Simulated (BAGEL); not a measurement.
**One shape, several levels: [BH2F2]− (SMILES F[BH2-]F)**

Aim: a comparison of 3 runs (HF/STO-3G, HF/3-21G, HF/6-31G*) of [BH2F2]−. 

The calculation is run with BAGEL 1.2.2.

## 1. The system as given

[BH2F2]−: 5 atoms, total charge -1, spin state singlet. As SMILES, `F[BH2-]F`. The B2–H4 distance was set to 2.696 Å, away from the relaxed value. At this shape a bond of the SMILES string is far longer than usual.

Bond lengths: F1–B2 1.425 Å, B2–F3 1.425 Å, B2–H5 1.225 Å. Angles: F1–B2–F3 107.4°, F1–B2–H5 109.1°, F3–B2–H5 109.1°.

## 2. The energy at HF/STO-3G (density fitting with qzvpp-jkfit) (run 1)

job.json

```json
{ "bagel" : [

{
  "title" : "molecule",
  "basis" : "sto-3g",
  "df_basis" : "qzvpp-jkfit",
  "angstrom" : "true",
  "geometry" : [
    { "atom" : "F", "xyz" : [   -0.930401,    1.313713,    1.658578 ] },
    { "atom" : "B", "xyz" : [    0.280099,    0.703483,    1.219308 ] },
    { "atom" : "F", "xyz" : [    0.654149,   -0.258117,    2.202068 ] },
    { "atom" : "H", "xyz" : [   -0.171950,   -0.560090,   -1.118950 ] },
    { "atom" : "H", "xyz" : [    1.154379,    1.557863,    1.140588 ] }
  ]
},
{
  "title" : "hf",
  "charge" : -1
},
{
  "title" : "print",
  "file" : "orbitals.molden",
  "orbitals" : "true"
}

]}
```

Started as:

```bash
$ BAGEL_NUM_THREADS=1 BAGEL job.json > job.out
```

What it wrote:

```text
* using 1 threads per process

  ===============================================================
  ===============================================================

  *** Geometry ***

  { "atom" : "F", "xyz" : [     -1.758203,      2.482558,      3.134258 ] },
  { "atom" : "B", "xyz" : [      0.529310,      1.329390,      2.304158 ] },
  { "atom" : "F", "xyz" : [      1.236162,     -0.487770,      4.161305 ] },
  { "atom" : "H", "xyz" : [     -0.324938,     -1.058417,     -2.114509 ] },
  { "atom" : "H", "xyz" : [      2.181460,      2.943934,      2.155399 ] },

  Number of auxiliary basis functions:      265

  Since a DF basis is specified, we compute 2- and 3-index integrals:
    o Being stored without compression. Storage requirement is 0.001 GB

  Number of basis functions:       17
  Number of electrons      :       25

    * METHOD: MOLECULE                             0.04

  *** RHF ***

  === Nuclear Repulsion ===
    62.5587460324

      * DIIS with orbital gradients will be used.

  === RHF iteration (sto-3g) ===
      0       -221.18296324          0.03543938           0.00
      1       -221.30174107          0.01337834           0.00
      2       -221.31746560          0.00260616           0.00
      3       -221.31841845          0.00058451           0.00
      4       -221.31847997          0.00018505           0.00
      5       -221.31848665          0.00002565           0.00
      6       -221.31848676          0.00000546           0.00
      7       -221.31848677          0.00000116           0.00
      8       -221.31848677          0.00000034           0.00
      9       -221.31848677          0.00000007           0.00
     10       -221.31848677          0.00000002           0.00
     11       -221.31848677          0.00000000           0.00
    * SCF iteration converged.

    * Permanent dipole moment:
           (   -0.060649,    -0.990918,    -2.691521) a.u.

    * METHOD: HF                                   0.08

    * METHOD: PRINT                                0.00

  ===============================================================
```

Run time: 0.59 s. Hardware: 1 thread of Intel Xeon Platinum 8375C at 2.90GHz (Ice Lake), shared host; peak memory 0.079 GiB.

## 3. A single-point energy at HF/3-21G (density fitting with qzvpp-jkfit) (run 2)

job.json

```json
{ "bagel": [

{
  "title": "molecule",
  "basis": "3-21g",
  "df_basis": "qzvpp-jkfit",
  "angstrom": "true",
  "geometry": [
    { "atom": "F", "xyz": [      -0.930401,       1.313713,       1.658578 ] },
    { "atom": "B", "xyz": [       0.280099,       0.703483,       1.219308 ] },
    { "atom": "F", "xyz": [       0.654149,      -0.258117,       2.202068 ] },
    { "atom": "H", "xyz": [      -0.171950,      -0.560090,      -1.118950 ] },
    { "atom": "H", "xyz": [       1.154379,       1.557863,       1.140588 ] }
  ]
},

{
  "title": "hf",
  "charge": -1
},

{
  "title": "print",
  "file": "orbitals.molden",
  "orbitals": "true"
}

]}
```

Started as:

```bash
$ BAGEL_NUM_THREADS=1 BAGEL job.json > job.out
```

What it wrote:

```text
* using 1 threads per process

  ===============================================================
  ===============================================================

  *** Geometry ***

  { "atom" : "F", "xyz" : [     -1.758203,      2.482558,      3.134258 ] },
  { "atom" : "B", "xyz" : [      0.529310,      1.329390,      2.304158 ] },
  { "atom" : "F", "xyz" : [      1.236162,     -0.487770,      4.161305 ] },
  { "atom" : "H", "xyz" : [     -0.324938,     -1.058417,     -2.114509 ] },
  { "atom" : "H", "xyz" : [      2.181460,      2.943934,      2.155399 ] },

  Number of auxiliary basis functions:      265

  Since a DF basis is specified, we compute 2- and 3-index integrals:
    o Being stored without compression. Storage requirement is 0.002 GB

  Number of basis functions:       31
  Number of electrons      :       25

    * METHOD: MOLECULE                             0.05

  *** RHF ***

  === Nuclear Repulsion ===
    62.5587460324

      * DIIS with orbital gradients will be used.

  === RHF iteration (3-21g) ===
      0       -223.34579089          0.04533648           0.01
      1       -223.45624951          0.02573142           0.00
      2       -223.49609277          0.00239398           0.00
      3       -223.49699118          0.00042530           0.00
      4       -223.49702966          0.00010612           0.01
      5       -223.49703224          0.00002193           0.00
      6       -223.49703234          0.00000471           0.00
      7       -223.49703234          0.00000114           0.00
      8       -223.49703234          0.00000056           0.01
      9       -223.49703234          0.00000013           0.01
     10       -223.49703234          0.00000003           0.01
     11       -223.49703234          0.00000001           0.00
    * SCF iteration converged.

    * Permanent dipole moment:
           (   -0.233174,    -1.082119,    -2.452453) a.u.

    * METHOD: HF                                   0.12

    * METHOD: PRINT                                0.00

  ===============================================================
```

Wall time 0.91 s (1 thread of Intel Xeon Platinum 8375C at 2.90GHz (Ice Lake), shared host); peak memory 0.079 GiB.

## 4. The energy at HF/6-31G(d) (density fitting with qzvpp-jkfit, spherical functions) (run 3)

input.json

```json
{ "bagel" : [

{
  "title" : "molecule",
  "basis" : "6-31gs.json",
  "df_basis" : "qzvpp-jkfit",
  "angstrom" : true,
  "geometry" : [
    { "atom" : "F", "xyz" : [      -0.930401,       1.313713,       1.658578 ] },
    { "atom" : "B", "xyz" : [       0.280099,       0.703483,       1.219308 ] },
    { "atom" : "F", "xyz" : [       0.654149,      -0.258117,       2.202068 ] },
    { "atom" : "H", "xyz" : [      -0.171950,      -0.560090,      -1.118950 ] },
    { "atom" : "H", "xyz" : [       1.154379,       1.557863,       1.140588 ] }
  ]
},

{
  "title" : "hf",
  "charge" : -1
},

{
  "title" : "print",
  "file" : "orbitals.molden",
  "orbitals" : true
}

]}
```

The basis set 6-31G* is read from a file made from the Basis Set Exchange's data (not shown).

Started as:

```bash
$ BAGEL_NUM_THREADS=1 BAGEL input.json > input.out
```

What it wrote:

```text
* using 1 threads per process

  ===============================================================
  ===============================================================

  *** Geometry ***

  { "atom" : "F", "xyz" : [     -1.758203,      2.482558,      3.134258 ] },
  { "atom" : "B", "xyz" : [      0.529310,      1.329390,      2.304158 ] },
  { "atom" : "F", "xyz" : [      1.236162,     -0.487770,      4.161305 ] },
  { "atom" : "H", "xyz" : [     -0.324938,     -1.058417,     -2.114509 ] },
  { "atom" : "H", "xyz" : [      2.181460,      2.943934,      2.155399 ] },

  Number of auxiliary basis functions:      265

  Since a DF basis is specified, we compute 2- and 3-index integrals:
    o Being stored without compression. Storage requirement is 0.004 GB

  Number of basis functions:       46
  Number of electrons      :       25

    * METHOD: MOLECULE                             0.08

  *** RHF ***

  === Nuclear Repulsion ===
    62.5587460324

      * DIIS with orbital gradients will be used.

  === RHF iteration (6-31gs.json) ===
      0       -224.50457021          0.03415877           0.01
      1       -224.63131052          0.02157471           0.01
      2       -224.69609265          0.00214606           0.01
      3       -224.69737747          0.00041034           0.02
      4       -224.69743137          0.00013537           0.01
      5       -224.69743892          0.00003038           0.01
      6       -224.69743930          0.00000655           0.01
      7       -224.69743932          0.00000113           0.02
      8       -224.69743932          0.00000027           0.01
      9       -224.69743932          0.00000011           0.01
     10       -224.69743932          0.00000003           0.01
     11       -224.69743932          0.00000001           0.01
    * SCF iteration converged.

    * Permanent dipole moment:
           (   -0.248948,    -1.164003,    -2.643435) a.u.

    * METHOD: HF                                   0.26

    * METHOD: PRINT                                0.01

  ===============================================================
```

It took 1.1 s on 1 thread of Intel Xeon Platinum 8375C at 2.90GHz (Ice Lake), shared host; peak memory 0.079 GiB.

## 5. All runs side by side

```
run                                                              level  energy (Eh)  HOMO energy (eV)  LUMO energy (eV)  HOMO–LUMO gap (eV)  wall time
  1                       HF/STO-3G (density fitting with qzvpp-jkfit)  -221.318487              3.55             12.85                9.30     0.59 s
  2                        HF/3-21G (density fitting with qzvpp-jkfit)  -223.497032             -1.56              8.62               10.18     0.91 s
  3  HF/6-31G* (density fitting with qzvpp-jkfit, spherical functions)  -224.697439             -1.74              8.57               10.31      1.1 s
```

## 6. What came out

| quantity | value |
| --- | --- |
| run 3: total energy | -224.69744 Eh |
| run 3: HOMO energy | -1.74 eV |
| run 3: LUMO energy | 8.57 eV |
| run 3: HOMO–LUMO gap (to an unbound level, set by the basis) | 10.31 eV |

In words: The HOMO–LUMO gap runs from 9.30 eV (HF/STO-3G) to 10.31 eV (HF/6-31G*). The empty levels of an anion lie above zero and hang on the basis. In run 1 the HOMO lies above zero, so the outermost electron may be held by the basis alone. In run 1 the basis is minimal, so the values are rough. All runs together took 2.6 s, the longest 1.1 s.
